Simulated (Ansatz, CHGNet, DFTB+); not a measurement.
# fcc Cu, longitudinal phonon frequency at X

Reference value: 240 cm⁻¹ (measured, temperature not stated, no zero-point or thermal correction; as tabulated in He et al. (2014), arXiv:1309.4805).

```csv
level (code),value (cm⁻¹),cell (Å³/atom)
GFN1-xTB (DFTB+),152,13.63
CHGNet-r²SCAN (CHGNet),[?],11.45
LDA (Ansatz),269,10.89
PBE (Ansatz),238,11.95
r²SCAN (Ansatz),254,11.44
```

Some entries are withheld; supply them.


- CHGNet-r²SCAN (CHGNet), value (cm⁻¹): 183

Differences against the reference: GFN1-xTB -37 %, CHGNet-r²SCAN -24 %, LDA +12.1 %, PBE -0.8 %, r²SCAN +5.8 %.

Nearest, and too close to rank with a margin of 3.0 % (twice that across the reference) picked here for doubts on the reference and the settings, and for temperature and zero-point motion: PBE (-0.8 %), r²SCAN (+5.8 %). GFN1-xTB (-37 %) misses by most. Of these only PBE lands within 5 %.

The reference has no zero-point or thermal correction, while the calculations are for a static lattice, so the differences are not the levels' errors alone.  GFN1-xTB: the method was fitted mainly to molecules. Each level is taken at its own relaxed cell. Cutoffs differ between the levels. Ansatz's density-functional and Hartree–Fock values are scalar-relativistic unless marked +SOC, with PAW data made under PBE.

Machine-learned potentials (CHGNet-r²SCAN) are trained on DFT data, which may include these solids.

Differences are worked out from the printed values.

Ansatz is a program for electronic structure.
